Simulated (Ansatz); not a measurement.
`O[Si]F` and `C[Si]F` differ in one atom or group.

Ansatz, PBE0-D4/def2-TZVP geometries, multiplicity 1. Each molecule was computed in one conformer, which needn't be the lowest.

| property | `O[Si]F` |
| --- | --- |
| zero-point energy (PBE0-D4/def2-TZVP) / kJ/mol | 42.7 |
| HOMO energy (PBE/def2-TZVPP) / eV | -6.58 |
| size of the dipole moment (ωB97M-V/def2-TZVPP) / D | 0.87 |
| HOMO–LUMO gap (PBE/def2-TZVPP) / eV | 4.19 |
| HOMO–LUMO gap (PBE0/def2-TZVPP) / eV | 6.19 |
| HOMO–LUMO gap (ωB97M-V/def2-TZVPP) / eV | 10.41 |

Problem. What does the change do to each property? (Estimate.)

Solution. The calculation gave: 
```csv
property,`C[Si]F`,shift
zero-point energy (PBE0-D4/def2-TZVP) / kJ/mol,98.4,55.7
HOMO energy (PBE/def2-TZVPP) / eV,-5.49,1.09
size of the dipole moment (ωB97M-V/def2-TZVPP) / D,1.49,0.62
HOMO–LUMO gap (PBE/def2-TZVPP) / eV,2.53,-1.66
HOMO–LUMO gap (PBE0/def2-TZVPP) / eV,4.49,-1.70
HOMO–LUMO gap (ωB97M-V/def2-TZVPP) / eV,8.63,-1.78
```

With PBE0 the HOMO rises by 1.14 eV and the LUMO falls by 0.55 eV, so the gap narrows by about 1.69 eV. PBE moves the HOMO by 1.09 eV and ωB97M-V by 1.22 eV. The zero-point energy changes by 55.7 kJ/mol with +6 modes. Dipoles are sizes alone; their direction can turn.
